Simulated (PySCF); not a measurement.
Work out the structure from these simulated measurements.

Formula: C2Cl2O2.

| Property | Result |
| --- | --- |
| XPS | Cl2p3/2 207.3 (×2), C1s 296.1 (×2), O1s 539.8 (×2), Cl1s 2829.9 (×2) eV [ΔSCF SCAN, pcX-2 on the ionised atom, pcseg-1 elsewhere, spin-free X2C, 2p3/2 from a spin–orbit splitting computed afterwards within the 2p shell] |
| Valence photoelectron | vertical ionisation energy: 11.45 eV [ΔSCF CAM-B3LYP/def2-SVPD] |
| Rotational structure | rotational constants A, B, C: 4.947, 1.519, 1.162 GHz [PBE0-D3(BJ)/def2-SVP] |
| Triplet | lowest triplet excitation (Tamm–Dancoff): 3.13 eV [TDA CAM-B3LYP/def2-SVPD] |
| Polarisability | 58.0 au [CAM-B3LYP/def2-SVPD] |
| UV, first state | lowest singlet excitation: 3.64 eV (341 nm, f = 0.000) [TDDFT CAM-B3LYP/def2-SVPD] |
| 13C NMR | chemical shifts (computed TMS as zero) by class: 167.6 (2 C) ppm [GIAO PBE0/pcSseg-1] |

The electronic properties come from PySCF, for the isolated species, density fitting. Levels stand in brackets. Isolated species at its PBE0-D3(BJ)/def2-SVP geometry (one conformer only). NMR values are class means; diastereotopic atoms form classes of their own.

Question: What is the compound? Reason from the data.

Answer: Numbering: `[O:1]=[C:2]([Cl:3])[C:4](=[O:5])[Cl:6]`. Its formula, C2Cl2O2, gives 2 degrees of unsaturation: 0 rings and 2 π bonds in the structure found. 2 carbons fall into 1 class: acyl halide carbon [C2/C4] (167.6 ppm, 2 C). The core levels belong to: Cl2p3/2 207.3 eV, chlorine bonded to C [Cl3/Cl6]; C1s 296.1 eV, acyl halide carbon [C2/C4]; O1s 539.8 eV, carbonyl oxygen [O1/O5]; Cl1s 2829.9 eV, chlorine bonded to C [Cl3/Cl6]. S1 is mainly HOMO→LUMO (weight 0.95); the largest Löwdin shares of the orbital it empties are 0.29 on each of 2 atoms of one kind (carbonyl oxygen) and 0.16 on each of 2 atoms of one kind (chlorine bonded to C), of the orbital it fills 0.22 on each of 2 atoms of one kind (acyl halide carbon) and 0.21 on each of 2 atoms of one kind (carbonyl oxygen). The optimised geometry has point group C2h and is an asymmetric top. Structure: `O=C(Cl)C(=O)Cl` (oxalyl dichloride). The assignments are read from this structure; whether some other isomer fits the data as well wasn't checked.

The values belong to the conformer `[O:1]=[C:2]([Cl:3])[C:4](=[O:5])[Cl:6]`: O1–C2–C4–O5 180°.
